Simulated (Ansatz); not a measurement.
## Ansatz (development build ahead of 0.2.0) run

```yaml
crystal:
  periodic: [false, false, false]
  atoms:
    - { symbol: Mg, position_ang: [0.0, 0.0, 0.0] }
    - { symbol: Mg, position_ang: [0.0, 0.0, 4.0862] }
basis:
  gaussian: { orbitals: pcseg-2 }
magnetization:
  spin_polarized: true
  initial_magnetization: 2
hamiltonian:
  xc: r2scan
```

The input is written out in the form of the current development build from the run's settings.

Results

```yaml
Converged: yes
Total_energy: -400.01048 hartree
Spin_squared_of_the_determinant: 2.003
Stability_test: minimum
```

Caution: another spin multiplicity may lie lower.
